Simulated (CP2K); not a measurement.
**C3H7F (2-fluoropropane) at wB97X/cc-pVDZ**

What is the energy change on altering one bond length of C3H7F (2-fluoropropane) at wB97X/cc-pVDZ? 

Program for the calculation: CP2K 2026.2.

### 1 The structure to begin with

The species is C3H7F (11 atoms), meant as a singlet with charge 0. SMILES: `CC(C)F`. The coordinates come from a PBE0-D4/def2-TZVP relaxation.

Bond lengths: C1–C2 1.508 Å, C2–C3 1.508 Å, C2–F4 1.396 Å, C1–H5 1.091 Å, C1–H6 1.092 Å, C1–H7 1.092 Å, C2–H8 1.096 Å, C3–H9 1.092 Å, C3–H10 1.091 Å, C3–H11 1.092 Å. Some angles: C1–C2–C3 113.9°, C1–C2–F4 108.3°, C3–C2–F4 108.3°, C1–C2–H8 110.1°, C3–C2–H8 110.1°, F4–C2–H8 105.9°, C2–C1–H5 110.6°, C2–C1–H6 110.3°, C2–C1–H7 110.4°, C2–C3–H9 110.4°.

### 2 A single-point energy at wB97X/cc-pVDZ

qs.inp

```
&GLOBAL
  PROJECT qs
  RUN_TYPE ENERGY
  PRINT_LEVEL MEDIUM
&END GLOBAL

&FORCE_EVAL
  METHOD Quickstep
  &DFT
    BASIS_SET_FILE_NAME ./cc_pvdz.basis
    POTENTIAL_FILE_NAME POTENTIAL
    CHARGE 0
    MULTIPLICITY 1
    &QS
      METHOD GAPW
      EPS_DEFAULT 1.0E-10
    &END QS
    &MGRID
      CUTOFF 280
      REL_CUTOFF 50
      NGRIDS 4
    &END MGRID
    &POISSON
      PERIODIC NONE
      POISSON_SOLVER MULTIPOLE
    &END POISSON
    &SCF
      SCF_GUESS ATOMIC
      EPS_SCF 1.0E-07
      MAX_SCF 100
      ADDED_MOS 10
      &DIAGONALIZATION
        ALGORITHM STANDARD
      &END DIAGONALIZATION
      &MIXING
        METHOD DIRECT_P_MIXING
        ALPHA 0.4
      &END MIXING
    &END SCF
    &XC
      &XC_FUNCTIONAL
        &HYB_GGA_XC_WB97X
        &END HYB_GGA_XC_WB97X
      &END XC_FUNCTIONAL
      &HF
        FRACTION 1.0
        &SCREENING
          EPS_SCHWARZ 1.0E-10
          SCREEN_ON_INITIAL_P F
        &END SCREENING
        &INTERACTION_POTENTIAL
          POTENTIAL_TYPE MIX_CL
          SCALE_COULOMB 0.157706
          SCALE_LONGRANGE 0.842294
          OMEGA 0.3
        &END INTERACTION_POTENTIAL
        &MEMORY
          MAX_MEMORY 1050
        &END MEMORY
      &END HF
    &END XC
    &PRINT
      &MOMENTS
        PERIODIC F
        REFERENCE COM
        MAX_MOMENT 1
      &END MOMENTS
      &MO ON
        ENERGIES T
        OCCUPATION_NUMBERS T
        NDIGITS 6
        &EACH
          QS_SCF 0
        &END EACH
        ADD_LAST NUMERIC
      &END MO
      &LOWDIN ON
      &END LOWDIN
      &HIRSHFELD OFF
      &END HIRSHFELD
    &END PRINT
  &END DFT
  &SUBSYS
    &CELL
      ABC [angstrom] 10 10.6 10.1
      PERIODIC NONE
    &END CELL
    &COORD
      SCALED T
      C    0.46945500   0.59635849   0.41585149
      C    0.44494500   0.46883962   0.47740594
      C    0.55554500   0.42548113   0.56809901
      F    0.43149500   0.38055660   0.37571287
      H    0.38871500   0.62072642   0.34783168
      H    0.47484500   0.66890566   0.49248515
      H    0.56367500   0.59624528   0.36109901
      H    0.34924500   0.46878302   0.53037624
      H    0.65075500   0.42335849   0.51509901
      H    0.53463500   0.33109434   0.60591089
      H    0.56518500   0.48968868   0.65216832
    &END COORD
    &KIND C
      BASIS_SET cc-pVDZ
      POTENTIAL ALL
      LEBEDEV_GRID 194
      RADIAL_GRID 100
    &END KIND
    &KIND F
      BASIS_SET cc-pVDZ
      POTENTIAL ALL
      LEBEDEV_GRID 194
      RADIAL_GRID 100
    &END KIND
    &KIND H
      BASIS_SET cc-pVDZ
      POTENTIAL ALL
      LEBEDEV_GRID 194
      RADIAL_GRID 100
    &END KIND
  &END SUBSYS
&END FORCE_EVAL
```

The run is started by

```sh
$ OMP_NUM_THREADS=1 cp2k.psmp -i qs.inp -o qs.out
```

The log of the run:

```text
CP2K| version string:                                       CP2K version 2026.2
[...]
 GLOBAL| Method name                                                        CP2K
[...]
 GLOBAL| Run type                                                         ENERGY
[...]
 DFT| Spin restricted Kohn-Sham (RKS) calculation                            RKS
 DFT| Multiplicity                                                             1
[...]
 DFT| Charge                                                                   0
[...]
 FUNCTIONAL| HYB_GGA_XC_WB97X:
[...]
 QS| Method:                                                                GAPW
[...]
 QS| Density cutoff [a.u.]:                                                140.0
[...]
 QS| Relative density cutoff [a.u.]:                                        25.0
[...]
                             - Atoms:                                         11
[...]
                             - Spherical basis functions:                     91
[...]
 Number of electrons:                                                         34
[...]
     1 P_Mix/Diag. 0.40E+00    5.8     0.82160218      -219.3082507956 -2.19E+02
[...]
    15 DIIS/Diag.  0.79E-07    1.2     0.00000009      -218.3333864147 -1.71E-13
  *** SCF run converged in    15 steps ***
[...]
  Overlap energy of the core charge distribution:               0.00000593803548
  Self energy of the core charge distribution:               -201.77494725403753
  Core Hamiltonian energy:                                    -23.05714806648608
  Hartree energy:                                              59.17108400480526
  Exchange-correlation energy:                                 -6.62077833388886
  Hartree-Fock Exchange energy:                                -8.94147654122990
[...]
                     Mulliken Population Analysis
 #  Atom  Element  Kind  Atomic population                           Net charge
       1     C        1          6.034644                             -0.034644
       2     C        1          5.901789                              0.098211
       3     C        1          6.034683                             -0.034683
       4     F        2          9.252393                             -0.252393
       5     H        3          0.958145                              0.041855
       6     H        3          0.971155                              0.028845
       7     H        3          0.964059                              0.035941
       8     H        3          0.989895                              0.010105
       9     H        3          0.963859                              0.036141
      10     H        3          0.958287                              0.041713
      11     H        3          0.971091                              0.028909
 # Total charge                             34.000000                 -0.000000
[...]
  Dipole moment [Debye]
    X=  0.2726402E+00 Y=  0.1212605E+01 Z=  0.1274953E+01  Total=      1.7805193
 ENERGY| Total FORCE_EVAL ( QS ) energy [hartree]           -218.333386414708258
[...]
```

Run time: 24 s. Hardware: 1 thread of Arm Neoverse V1, shared host; peak memory 0.65 GiB.

### 3 The distorted shape, same level

gas.inp

```
&GLOBAL
  PROJECT_NAME gas
  RUN_TYPE ENERGY
  PRINT_LEVEL MEDIUM
&END GLOBAL

&FORCE_EVAL
  METHOD QUICKSTEP
  &DFT
    BASIS_SET_FILE_NAME ./cc_pvdz.basis
    POTENTIAL_FILE_NAME POTENTIAL
    &QS
      METHOD GAPW
      EPS_DEFAULT 1.0E-10
    &END QS
    &MGRID
      CUTOFF 280
      REL_CUTOFF 50
      NGRIDS 4
    &END MGRID
    &POISSON
      PERIODIC NONE
      POISSON_SOLVER MULTIPOLE
    &END POISSON
    &SCF
      SCF_GUESS ATOMIC
      EPS_SCF 1.0E-07
      MAX_SCF 100
      ADDED_MOS 10
      &DIAGONALIZATION
        ALGORITHM STANDARD
      &END DIAGONALIZATION
      &MIXING
        METHOD DIRECT_P_MIXING
        ALPHA 0.4
      &END MIXING
    &END SCF
    &XC
      &XC_FUNCTIONAL
        &HYB_GGA_XC_WB97X
        &END HYB_GGA_XC_WB97X
      &END XC_FUNCTIONAL
      &HF
        FRACTION 1.0
        &SCREENING
          EPS_SCHWARZ 1.0E-10
        &END SCREENING
        &INTERACTION_POTENTIAL
          POTENTIAL_TYPE MIX_CL
          SCALE_COULOMB 0.157706
          SCALE_LONGRANGE 0.842294
          OMEGA 0.3
        &END INTERACTION_POTENTIAL
        &MEMORY
          MAX_MEMORY 1050
        &END MEMORY
      &END HF
    &END XC
    &PRINT
      &MOMENTS
        PERIODIC F
        REFERENCE COM
        MAX_MOMENT 1
      &END MOMENTS
      &MO ON
        ENERGIES T
        OCCUPATION_NUMBERS T
        NDIGITS 6
        &EACH
          QS_SCF 0
        &END EACH
        ADD_LAST NUMERIC
      &END MO
      &LOWDIN ON
      &END LOWDIN
      &HIRSHFELD OFF
      &END HIRSHFELD
    &END PRINT
  &END DFT
  &SUBSYS
    &CELL
      ABC 10 10.6 10.1
      PERIODIC NONE
    &END CELL
    &COORD
      C      4.694550     6.321400     4.200100
      C      4.449450     4.969700     4.821800
      C      5.555450     4.510100     5.737800
      F      4.314950     4.033900     3.794700
      H      3.887150     6.579700     3.513100
      H      4.748450     7.090400     4.974100
      H      5.778104     6.320020     3.564136
      H      3.492450     4.969100     5.356800
      H      6.507550     4.487600     5.202500
      H      5.346350     3.509600     6.119700
      H      5.651850     5.190700     6.586900
    &END COORD
    &KIND C
      BASIS_SET cc-pVDZ
      POTENTIAL ALL
      LEBEDEV_GRID 194
      RADIAL_GRID 100
    &END KIND
    &KIND F
      BASIS_SET cc-pVDZ
      POTENTIAL ALL
      LEBEDEV_GRID 194
      RADIAL_GRID 100
    &END KIND
    &KIND H
      BASIS_SET cc-pVDZ
      POTENTIAL ALL
      LEBEDEV_GRID 194
      RADIAL_GRID 100
    &END KIND
  &END SUBSYS
&END FORCE_EVAL
```

The run is started by

```sh
$ OMP_NUM_THREADS=1 cp2k.psmp -i gas.inp > gas.out 2>&1
```

The log of the run, shortened:

```text
CP2K| version string:                                       CP2K version 2026.2
[...]
 GLOBAL| Method name                                                        CP2K
[...]
 GLOBAL| Run type                                                         ENERGY
[...]
 DFT| Spin restricted Kohn-Sham (RKS) calculation                            RKS
 DFT| Multiplicity                                                             1
[...]
 DFT| Charge                                                                   0
[...]
 FUNCTIONAL| HYB_GGA_XC_WB97X:
[...]
 QS| Method:                                                                GAPW
[...]
 QS| Density cutoff [a.u.]:                                                140.0
[...]
 QS| Relative density cutoff [a.u.]:                                        25.0
[...]
                             - Atoms:                                         11
[...]
                             - Spherical basis functions:                     91
[...]
 Number of electrons:                                                         34
[...]
     1 P_Mix/Diag. 0.40E+00    5.7     0.82215247      -219.2143525467 -2.19E+02
[...]
    15 DIIS/Diag.  0.79E-07    1.1     0.00000009      -218.3220457677  2.84E-14
  *** SCF run converged in    15 steps ***
[...]
  Overlap energy of the core charge distribution:               0.00000512426295
  Self energy of the core charge distribution:               -201.77494725403753
  Core Hamiltonian energy:                                    -23.19469818540952
  Hartree energy:                                              59.28032163700765
  Exchange-correlation energy:                                 -6.58251754706686
  Hartree-Fock Exchange energy:                                -8.92841740487840
[...]
                     Mulliken Population Analysis
 #  Atom  Element  Kind  Atomic population                           Net charge
       1     C        1          6.081315                             -0.081315
       2     C        1          5.888828                              0.111172
       3     C        1          6.032009                             -0.032009
       4     F        2          9.251375                             -0.251375
[...]
  Dipole moment [Debye]
    X=  0.1772352E+00 Y=  0.1186117E+01 Z=  0.1340483E+01  Total=      1.7986608
 ENERGY| Total FORCE_EVAL ( QS ) energy [hartree]           -218.322045767669749
[...]
```

Run time: 23 s. Hardware: 1 thread of Arm Neoverse V1, shared host; peak memory 0.65 GiB.

### 4 Summary of results

Level: wB97X/cc-pVDZ.

| quantity | value |
| --- | --- |
| first shape: total energy | -218.33339 Eh |
| first shape: dipole moment | 1.78 D |
| first shape: HOMO energy | -11.43 eV |
| first shape: LUMO energy | 4.08 eV |
| first shape: HOMO–LUMO gap | 15.51 eV |
| distorted shape: total energy | -218.32205 Eh |
| distorted shape: dipole moment | 1.80 D |
| distorted shape: HOMO energy | -11.40 eV |
| distorted shape: LUMO energy | 3.99 eV |
| distorted shape: HOMO–LUMO gap | 15.39 eV |
| energy change with the C1–H7 bond stretched from 1.092 to 1.256 Å | 0.309 eV |

What this shows: With the C1–H7 bond stretched from 1.092 to 1.256 Å the energy rises by 0.31 eV (7.1 kcal/mol). The first shape isn't relaxed at this level, so the change isn't measured from a minimum.
